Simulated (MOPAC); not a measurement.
A run for MOPAC: PM7 on H4O2 (a complex).

```
PM7 1SCF PRECISE CHARGE=0 THREADS=1
H4O2

O     -1.55100700 1    -0.11452000 1     0.00000000 1
H     -1.93425900 1     0.76250300 1     0.00000000 1
H     -0.59967700 1     0.04071200 1     0.00000000 1
O      1.35062500 1     0.11146900 1     0.00000000 1
H      1.68039800 1    -0.37374100 1    -0.75856100 1
H      1.68039800 1    -0.37374100 1     0.75856100 1
```

Program output:

```
*******************************************************************************
 **                                                                           **
 **                              MOPAC v23.2.5                                **
 **                                                                           **
 *******************************************************************************
 ** MOPAC's Digital Object Identifier: https://doi.org/10.5281/zenodo.6511958 **
 **                                                                           **
 ** Please cite the open-source release paper for use of this MOPAC version:  **
 ** J. E. Moussa and J. J. P. Stewart (2026)                                  **
 ** MOPAC: An open-source semiempirical molecular orbital program             **
 ** J. Open Source Softw., 11(119), 8025, https://doi.org/10.21105/joss.08025 **
 *******************************************************************************

                              PM7 CALCULATION RESULTS

 *******************************************************************************
 *  PM7        - The PM7 Hamiltonian to be used
 *
 *
 *
 *                 CHARGE ON SYSTEM = 0
 *
 *
 *
 *  PRECISE    - TIGHTER CRITERIA TO BE USED
 *  1SCF       - DO 1 SCF AND THEN STOP
 *  THREADS=1  - MULTI-THREADING NOT USED
 *  T=         - A TIME OF 172800.0 SECONDS REQUESTED
 *  DUMP=N     - RESTART FILE WRITTEN EVERY 7200.0 SECONDS REQUESTED
 *******************************************************************************
PM7 1SCF PRECISE CHARGE=0 THREADS=1
 H4O2

   ATOM   CHEMICAL          X               Y               Z
  NUMBER   SYMBOL      (ANGSTROMS)     (ANGSTROMS)     (ANGSTROMS)

     1       O         -1.55100700  *  -0.11452000  *   0.00000000  *
     2       H         -1.93425900  *   0.76250300  *   0.00000000  *
     3       H         -0.59967700  *   0.04071200  *   0.00000000  *
     4       O          1.35062500  *   0.11146900  *   0.00000000  *
     5       H          1.68039800  *  -0.37374100  *  -0.75856100  *
     6       H          1.68039800  *  -0.37374100  *   0.75856100  *



          CARTESIAN COORDINATES

    NO.       ATOM           X           Y           Z

     1         O         -1.5510     -0.1145      0.0000
     2         H         -1.9343      0.7625      0.0000
     3         H         -0.5997      0.0407      0.0000
     4         O          1.3506      0.1115      0.0000
     5         H          1.6804     -0.3737     -0.7586
     6         H          1.6804     -0.3737      0.7586

 General Reference for PM7:
 "Optimization of Parameters for Semiempirical Methods VI: More Modifications to the
 NDDO Approximations and Re-optimization of Parameters", J. J. P. Stewart, J. Mol. Mod., 1:32, 19 (2013)
 https://link.springer.com/article/10.1007/s00894-012-1667-x

           Empirical Formula: H4 O2  =     6 atoms



      MOLECULAR POINT GROUP   :   Cs


      RHF CALCULATION, NO. OF DOUBLY OCCUPIED LEVELS = 8


 -------------------------------------------------------------------------------
 PM7 1SCF PRECISE CHARGE=0 THREADS=1
 H4O2



     1SCF WAS SPECIFIED, SO BFGS WAS NOT USED
     SCF FIELD WAS ACHIEVED


                              PM7 CALCULATION
                                                       MOPAC v23.2.5 Linux




          FINAL HEAT OF FORMATION =       -120.46950 KCAL/MOL =    -504.04440 KJ/MOL


          COSMO AREA              =         74.50 SQUARE ANGSTROMS
          COSMO VOLUME            =         50.29 CUBIC ANGSTROMS

          IONIZATION POTENTIAL    =         11.613191 EV
          HOMO LUMO ENERGIES (EV) =        -11.613  3.469
          NO. OF FILLED LEVELS    =          8
          MOLECULAR WEIGHT        =         36.0304         POINT GROUP:  Cs

          MOLECULAR DIMENSIONS (Angstroms)

            Atom       Atom       Distance
            H     5    H     2     3.86422
            H     6    O     1     1.54336
            O     4    H     6     0.71180


          SCF CALCULATIONS        =          1





   ATOM   CHEMICAL          X               Y               Z
  NUMBER   SYMBOL      (ANGSTROMS)     (ANGSTROMS)     (ANGSTROMS)

     1       O         -1.55100700  *  -0.11452000  *   0.00000000  *
     2       H         -1.93425900  *   0.76250300  *   0.00000000  *
     3       H         -0.59967700  *   0.04071200  *   0.00000000  *
     4       O          1.35062500  *   0.11146900  *   0.00000000  *
     5       H          1.68039800  *  -0.37374100  *  -0.75856100  *
     6       H          1.68039800  *  -0.37374100  *   0.75856100  *

                             CARTESIAN COORDINATES

   1    O       -1.551007000    -0.114520000     0.000000000
   2    H       -1.934259000     0.762503000     0.000000000
   3    H       -0.599677000     0.040712000     0.000000000
   4    O        1.350625000     0.111469000     0.000000000
   5    H        1.680398000    -0.373741000    -0.758561000
   6    H        1.680398000    -0.373741000     0.758561000


           Empirical Formula: H4 O2  =     6 atoms



      MOLECULAR POINT GROUP   :   Cs


                  EIGENVALUES
 -30.10197 -28.88192 -18.25932 -17.22810 -14.84761 -13.79594 -12.59749 -11.61319
   3.46914   4.80606   5.87107   6.98069


              NET ATOMIC CHARGES AND DIPOLE CONTRIBUTIONS

  ATOM NO.   TYPE          CHARGE      No. of ELECS.   s-Pop       p-Pop
    1          O          -0.677722        6.6777     1.81738     4.86035
    2          H           0.323420        0.6766     0.67658
    3          H           0.345938        0.6541     0.65406
    4          O          -0.665213        6.6652     1.81389     4.85133
    5          H           0.336788        0.6632     0.66321
    6          H           0.336788        0.6632     0.66321
 DIPOLE           X         Y         Z       TOTAL
 POINT-CHG.     2.169     0.060     0.000     2.170
 HYBRID         0.320     0.017    -0.000     0.321
 SUM            2.489     0.076     0.000     2.490


          ATOMIC ORBITAL ELECTRON POPULATIONS

     Atom    s        px        py        pz
    1  O   1.81738   1.40821   1.45213   2.00000
    2  H   0.67658
    3  H   0.65406
    4  O   1.81389   1.83414   1.65151   1.36567
    5  H   0.66321
    6  H   0.66321

 **********************
 *                    *
 * JOB ENDED NORMALLY *
 *                    *
 **********************




 == MOPAC DONE ==
```

The run finished.

Cost: around 0.020 core-seconds (rough).
